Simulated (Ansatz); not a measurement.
# NHO+ (quartet): the correlation ladder, cc-pVDZ

How much of the correlation energy of NHO+ (quartet) does each wave-function method recover here?

The runs use Ansatz 0.2.0, Gaussian basis; cc-pVDZ, core rule «outside noble gas», up to 2 orbitals frozen.

Plan: UHF; CCSD(T) on ROHF; CCSD(T) on UHF; BCCD(T) on ROHF; CISD; CCSDT(Q) on ROHF; CCSDT(Q) on UHF; CCSDTQ on ROHF; CCSDTQ on UHF; CASSCF and MRCISD+Q, 11 electrons in 9 orbitals; CASSCF and NEVPT2, 11 electrons in 9 orbitals.

4 further runs of the same task are left out: 4 set aside as unsound or not needed.

### Step 1. The system

The geometry is a PBE0/def2-TZVP stationary point (not a proven minimum) of the parent state, kept for this charge and spin.

3 atoms, charge 1, spin multiplicity 4.

Atoms are counted from 1 here; the program's logs count them from 0.

Bond lengths: N1–O2 1.213 Å, N1–H3 1.028 Å. Angles: O2–N1–H3 120.0°.

Coordinates:

```xyz
3

N     0.0000   -0.1231    0.5972
O     0.0000    0.0652   -0.6011
H     0.0000    0.6766    1.2433
```

### Step 2. UHF

Input file in.yaml:

```yaml
crystal:
  periodic: [false, false, false]
  atoms:
    - {symbol: N, position_ang: [0.000000, -0.123149, 0.597204]}
    - {symbol: O, position_ang: [0.000000, 0.065186, -0.601149]}
    - {symbol: H, position_ang: [0.000000, 0.676603, 1.243294]}
basis:
  gaussian: {orbitals: cc-pVDZ}
total_charge: 1
magnetization: {spin_polarized: true, initial_magnetization: 3}
hamiltonian: {xc: hf}
output: {orbitals: {seedname: orbitals}}
```

Started as:

```
$ ansatz run in.yaml --threads 1 --pin off --events-out ev --progress --plain --max-ram 4096MiB --backend cpu
```

After this run come: CCSD(T) on ROHF; CCSD(T) on UHF; BCCD(T) on ROHF; CISD; CCSDT(Q) on ROHF; CCSDT(Q) on UHF; CCSDTQ on ROHF; CCSDTQ on UHF; CASSCF and MRCISD+Q, 11 electrons in 9 orbitals; CASSCF and NEVPT2, 11 electrons in 9 orbitals.

Before running them: what should the planned runs give, taken together? Wanted: UCCSDTQ below the RHF energy; RMP2 from UCCSDTQ; UMP2 from UCCSDTQ; RCCSD from UCCSDTQ; RCCSD(T) from UCCSDTQ; UCCSD(T) from UCCSDTQ; RCCSDT(Q) from UCCSDTQ; UCCSDT(Q) from UCCSDTQ; NEVPT2 valence from UCCSDTQ.

As calculated:

| quantity | value |
| --- | --- |
| UCCSDTQ below the RHF energy | -7.7594 eV |
| RMP2 from UCCSDTQ | +904.0 meV |
| UMP2 from UCCSDTQ | +936.8 meV |
| RCCSD from UCCSDTQ | +191.7 meV |
| RCCSD(T) from UCCSDTQ | +32.8 meV |
| UCCSD(T) from UCCSDTQ | +31.5 meV |
| RCCSDT(Q) from UCCSDTQ | +2.4 meV |
| UCCSDT(Q) from UCCSDTQ | -0.3 meV |
| NEVPT2 valence from UCCSDTQ | +973.9 meV |
| MRCISD+Q valence from UCCSDTQ | +40.4 meV |
| levels within 1 kcal/mol (43 meV) | RCCSD(T), UCCSD(T), BCCD(T), RCCSDT, UCCSDT, RCCSDT(Q), UCCSDT(Q), RCCSDTQ, MRCISD+Q valence |
| T1 diagnostic | 0.030 |
| effectively unpaired electrons | 3.01 |

**Reading.** RCCSD(T) lands +32.8 meV from the yardstick (0.4 % of the correlation energy). One determinant dominates. Of the multireference levels listed MRCISD+Q valence comes nearest in total energy (+40.4 meV), which doesn't show that its space is the better one. These misses are within one basis, not against nature; the frozen cores of restricted and unrestricted runs differ, which can shift their rows.
